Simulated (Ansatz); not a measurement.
Process, species as SMILES: ClCl (Cl2) → Cl2- (doublet, bonded as ClCl) (an electron is taken up)
B3LYP-D3(BJ)/def2-TZVP geometries, fixed; electronic energies without zero-point terms; positive where energy is released.

Effect of the final integration grid (spheres per factor e of radius in core and valence, angular degree) at PBE/aug-cc-pV(T+d)Z with Ansatz (a first-principles code), against the last row, where the adiabatic electron affinity is 2.58 eV. Open shells are unrestricted. The default's grid is 13, 11, 36.

| setting | largest shift of a total energy (mEh) | shift of the adiabatic electron affinity (eV) |
|---|---|---|
| accuracy: medium (default) | 0.000 | 0.000 |
| final_grid: 4, 3, 11 | -1.901 | -0.005 |
| final_grid: 6, 5, 17 | -0.117 | -0.002 |
| final_grid: 8, 7, 23 | 0.003 | 0.000 |
| final_grid: 10, 9, 29 | 0.001 | 0.000 |
| final_grid: 18, 15, 47 | 0.000 | 0.000 |
| final_grid: 26, 22, 59 | 0.000 | 0.000 |

Within 0.005 eV in the adiabatic electron affinity: accuracy: medium (default); final_grid: 6, 5, 17; final_grid: 8, 7, 23; final_grid: 10, 9, 29; final_grid: 18, 15, 47. The largest shift is 1.901 mEh in a total energy and 0.005 eV in the difference.
